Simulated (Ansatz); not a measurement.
**C₅H₈: small, medium and large basis sets**

An exercise on one series of results from a longer session: the logs are not shown, and one member is left open.

The runs use Ansatz 0.2.0, Gaussian basis; one geometry, several basis sets.

Plan: PBE0-D4/def2-SVP; ωB97M-V/def2-SVP; PBE0-D4/def2-QZVPP; ωB97M-V/def2-QZVPP; the functionals' def2-TZVPP values are taken from earlier runs.

## Structure used throughout

The geometry comes from an earlier relaxation with PBE0-D4 in a triple-zeta def2 set; it is a stationary point, not always the lowest conformer.

SMILES `C=C=CCC`, 13 atoms, charge 0, spin multiplicity 1.

Atoms are counted from 1 here; the program's logs count them from 0.

Bond lengths: C1–C2 1.301 Å, C1–H6 1.086 Å, C1–H7 1.086 Å, C2–C3 1.301 Å, C3–C4 1.501 Å, C3–H8 1.090 Å, C4–C5 1.523 Å, C4–H9 1.092 Å, C4–H10 1.096 Å, C5–H11 1.093 Å, C5–H12 1.092 Å, C5–H13 1.092 Å. Angles: C2–C1–H6 121.3°, C2–C1–H7 121.3°, H6–C1–H7 117.4°, C1–C2–C3 179.5°, C2–C3–C4 124.8°, C2–C3–H8 118.1°, C4–C3–H8 117.0°, C3–C4–C5 112.3°, C3–C4–H9 109.3°, C3–C4–H10 108.8°, C5–C4–H9 110.3°, C5–C4–H10 109.3°, H9–C4–H10 106.8°, C4–C5–H11 111.1°, C4–C5–H12 110.9°, C4–C5–H13 111.0°, H11–C5–H12 107.7°, H11–C5–H13 107.8° and more.

Set-up of the first run:

in.yaml reads:

```yaml
crystal:
  periodic: [false, false, false]
  atoms:
    - {symbol: C, position_ang: [-0.968516, 1.939528, 1.694393]}
    - {symbol: C, position_ang: [-0.355588, 0.895751, 1.218121]}
    - {symbol: C, position_ang: [0.260775, -0.142523, 0.733550]}
    - {symbol: C, position_ang: [0.766452, -0.259703, -0.674989]}
    - {symbol: C, position_ang: [0.108723, -1.406993, -1.430620]}
    - {symbol: H, position_ang: [-2.047752, 2.037947, 1.630815]}
    - {symbol: H, position_ang: [-0.421190, 2.744702, 2.174584]}
    - {symbol: H, position_ang: [0.410595, -1.001953, 1.386345]}
    - {symbol: H, position_ang: [0.598284, 0.684536, -1.197935]}
    - {symbol: H, position_ang: [1.850925, -0.417919, -0.648662]}
    - {symbol: H, position_ang: [0.270402, -2.359823, -0.919605]}
    - {symbol: H, position_ang: [-0.969518, -1.252431, -1.511108]}
    - {symbol: H, position_ang: [0.516808, -1.495816, -2.440091]}
basis:
  gaussian: {orbitals: def2-SVP}
hamiltonian: {xc: pbe0, dispersion: d4}
output: {orbitals: {seedname: orbitals}}
```

On the command line:

```bash
> ansatz run in.yaml --threads 4 --pin off --events-out ev --progress --plain --max-ram 10444MiB
```

Steps of the session up to this table: PBE0-D4 in def2-SVP; ωB97M-V in def2-SVP; PBE0-D4 in def2-QZVPP; ωB97M-V in def2-QZVPP.

One of the session's tables, all rows but one given; the rest of the session is left out.

It belongs to the step «Density functionals: the series». 

| functional | basis | HOMO (eV) | LUMO (eV) |
| --- | --- | --- | --- |
| PBE0-D4 | def2-SVP | -7.17 | 0.60 |
| PBE0-D4 | def2-TZVPP | -7.21 | 0.38 |
| PBE0-D4 | def2-QZVPP | ? | ? |
| ωB97M-V | def2-SVP | -9.38 | 2.72 |
| ωB97M-V | def2-TZVPP | -9.43 | 2.33 |
| ωB97M-V | def2-QZVPP | -9.44 | 1.83 |

**Question.** Estimate the row for PBE0-D4, def2-QZVPP.

The run gave: HOMO (eV): -7.22; LUMO (eV): 0.26. In the column «HOMO (eV)» it lies between ωB97M-V, def2-SVP (-9.38) and PBE0-D4, def2-TZVPP (-7.21).
